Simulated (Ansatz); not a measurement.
This session for vertical and adiabatic energies of changing the electron count of MgO with Ansatz 0.2.0, Python API holds a mistake.

The script reads `mgo.xyz`:
```text
2

Mg    0.00000    0.00000    0.00000
O     0.00000    0.00000    1.95500
```

Run as a notebook:

In [1]:
```python
import itertools

import ansatz as az
from ase.data import atomic_numbers, covalent_radii
import numpy as np
```

In [2]:
```python
BASIS_SET = "def2-SVP"
FUNCTIONAL = "PBE"
NET_CHARGE = 1
```

In [3]:
```python
molecule = az.Crystal.molecule_from_extxyz("mgo.xyz")
```

In [4]:
```python
calculation = (
    molecule.calculation()
    .basis(gaussian=BASIS_SET)
    .functional(FUNCTIONAL)
)
symbols = [site.symbol for site in molecule.cartesian_sites]
start = np.array([site.position_ang for site in molecule.cartesian_sites], dtype=float)
summary = calculation.relax(force_tolerance=0.01, max_steps=30).run(threads=1, backend="cpu").report
end = np.array(summary["positions_ang"])
```

In [5]:
```python
minimum = az.Crystal.molecule()
for symbol, place in zip(symbols, end):
    minimum = minimum.atom(symbol, place.tolist())
ion = (
    minimum.calculation()
    .basis(gaussian=BASIS_SET)
    .functional(FUNCTIONAL)
    .charge(NET_CHARGE)
    .spin("collinear", total=1)
)
vertical = ion.report
settled = ion.relax(force_tolerance=0.01, max_steps=80).run(threads=1, backend="cpu").report
print(f"vertical ionisation energy   {vertical['free_energy_ev'] - summary['free_energy_ev']:.3f} eV")
print(f"adiabatic, no zero point     {settled['free_energy_ev'] - summary['free_energy_ev']:.3f} eV")
print(f"relaxation energy of the ion {vertical['free_energy_ev'] - settled['free_energy_ev']:.3f} eV")
ionised = np.array(settled["positions_ang"])
radius = [covalent_radii[atomic_numbers[s]] for s in symbols]
span = lambda where, i, j: np.linalg.norm(where[i] - where[j])
bonded = [(i, j) for i, j in itertools.combinations(range(len(symbols)), 2) if min(span(end, i, j), span(ionised, i, j)) < 1.2 * (radius[i] + radius[j])]
print("pair        before    after (A)")
for i, j in bonded:
    print(f"{symbols[i]}{i}-{symbols[j]}{j}".ljust(10), f"{span(end, i, j):8.4f} {span(ionised, i, j):8.4f}")
```
```text
Traceback (most recent call last):
  File "<cell 5>", line 11, in <module>
    vertical = ion.report
               ^^^^^^^^^^
AttributeError: 'Calculation' object has no attribute 'report'
```

What is wrong, and how is it mended?

The fault: the calculation is never run. The change:

```diff
--- before
+++ after
@@
 start = np.array([site.position_ang for site in molecule.cartesian_sites], dtype=float)
-summary = calculation.relax(force_tolerance=0.01, max_steps=30).run(threads=1, backend="cpu").report
+summary = calculation.relax(force_tolerance=0.01).run(threads=1, backend="cpu").report
 end = np.array(summary["positions_ang"])
@@
 )
-vertical = ion.report
+vertical = ion.run(threads=1, backend="cpu").report
 settled = ion.relax(force_tolerance=0.01, max_steps=80).run(threads=1, backend="cpu").report
```

The cells in order, each with its output:

(earlier cells as before)

```python
calculation = (
    molecule.calculation()
    .basis(gaussian=BASIS_SET)
    .functional(FUNCTIONAL)
)
symbols = [site.symbol for site in molecule.cartesian_sites]
start = np.array([site.position_ang for site in molecule.cartesian_sites], dtype=float)
summary = calculation.relax(force_tolerance=0.01).run(threads=1, backend="cpu").report
end = np.array(summary["positions_ang"])
```

    

```python
minimum = az.Crystal.molecule()
for symbol, place in zip(symbols, end):
    minimum = minimum.atom(symbol, place.tolist())
ion = (
    minimum.calculation()
    .basis(gaussian=BASIS_SET)
    .functional(FUNCTIONAL)
    .charge(NET_CHARGE)
    .spin("collinear", total=1)
)
vertical = ion.run(threads=1, backend="cpu").report
settled = ion.relax(force_tolerance=0.01, max_steps=80).run(threads=1, backend="cpu").report
print(f"vertical ionisation energy   {vertical['free_energy_ev'] - summary['free_energy_ev']:.3f} eV")
print(f"adiabatic, no zero point     {settled['free_energy_ev'] - summary['free_energy_ev']:.3f} eV")
print(f"relaxation energy of the ion {vertical['free_energy_ev'] - settled['free_energy_ev']:.3f} eV")
ionised = np.array(settled["positions_ang"])
radius = [covalent_radii[atomic_numbers[s]] for s in symbols]
span = lambda where, i, j: np.linalg.norm(where[i] - where[j])
bonded = [(i, j) for i, j in itertools.combinations(range(len(symbols)), 2) if min(span(end, i, j), span(ionised, i, j)) < 1.2 * (radius[i] + radius[j])]
print("pair        before    after (A)")
for i, j in bonded:
    print(f"{symbols[i]}{i}-{symbols[j]}{j}".ljust(10), f"{span(end, i, j):8.4f} {span(ionised, i, j):8.4f}")
```

    vertical ionisation energy   8.133 eV
    adiabatic, no zero point     8.019 eV
    relaxation energy of the ion 0.114 eV
    pair        before    after (A)
    Mg0-O1       1.7631   1.8753

The energies are electronic: no zero-point or thermal terms, and the basis set is short of its limit. The product may relax into another structure. The relaxation finds the nearest minimum, so the adiabatic value is an upper bound. The spin state was assumed, and another may lie lower. Wall time of the script: 8.8 s on 1 thread of Intel(R) Xeon(R) 6975P-C (Granite Rapids) (shared host), peak memory 0.17 GiB.

(Lines on the test bed's own set-up are left out of the output.)
